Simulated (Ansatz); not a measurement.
`CC#CC` + CH₃NH₂ → `CNC` + `C#CC` at 700 K and 1 bar (substitution at a C–C bond).

Calculated with Ansatz (gas phase, PBE0-D4/def2-TZVP geometries, no zero-point term in ΔE). CBS: MP2 limit from def2 TZ/QZ plus the TZ coupled-cluster correction, frozen cores. This one scheme is used for every species.

```json
{"species": "`CC#CC`", "CCSD(T)/CBS energy (Eh)": "-155.76386", "H − E (kJ/mol)": "283.6", "S (J/(mol·K))": "387.4"}
{"species": "CH₃NH₂", "CCSD(T)/CBS energy (Eh)": "-95.75281", "H − E (kJ/mol)": "207.6", "S (J/(mol·K))": "296.6"}
{"species": "`CNC`", "CCSD(T)/CBS energy (Eh)": "-135.00321", "H − E (kJ/mol)": "296.9", "S (J/(mol·K))": "352.4"}
{"species": "`C#CC`", "CCSD(T)/CBS energy (Eh)": "-116.49627", "H − E (kJ/mol)": "191.4", "S (J/(mol·K))": "312.9"}
```

H − E and S are ideal-gas, rigid-rotor, harmonic terms from PBE0-D4/def2-TZVP. 1 Eh = 2625.50 kJ/mol, R = 8.31446 J/(mol·K).

Problem. By hand: ΔE, ΔH, ΔS and ΔG.

Solution. ΔE = (-135.00321) + (-116.49627) − (-155.76386) − (-95.75281) = 0.01719 Eh = 45.1 kJ/mol. Δ(H − E) = 296.9 + 191.4 − 283.6 − 207.6 = -2.9, so ΔH = 42.2 kJ/mol. ΔS = 352.4 + 312.9 − 387.4 − 296.6 = -18.7 J/(mol·K). ΔG = 42.2 − 700 × (-18.7)/1000 = 55.3 kJ/mol.

Problem. By hand: the equilibrium constant, and the temperature at which ΔG would vanish if ΔH and ΔS stayed fixed.

Solution. log₁₀ K = −ΔG/(RT ln 10) = -4.1. ΔH and −TΔS have one sign here, so there is no such temperature.

ΔH outweighs TΔS. A doubt of 5 kJ/mol in ΔE shifts log₁₀ K by 0.4 here. Modes under 60 cm⁻¹, often nearly free rotors, make the harmonic entropy too high. These are equilibria of isolated gas molecules and say nothing of rates. Largest T1 diagnostic: 0.011 (customary marks: 0.02 for closed shells, 0.045 for open ones).
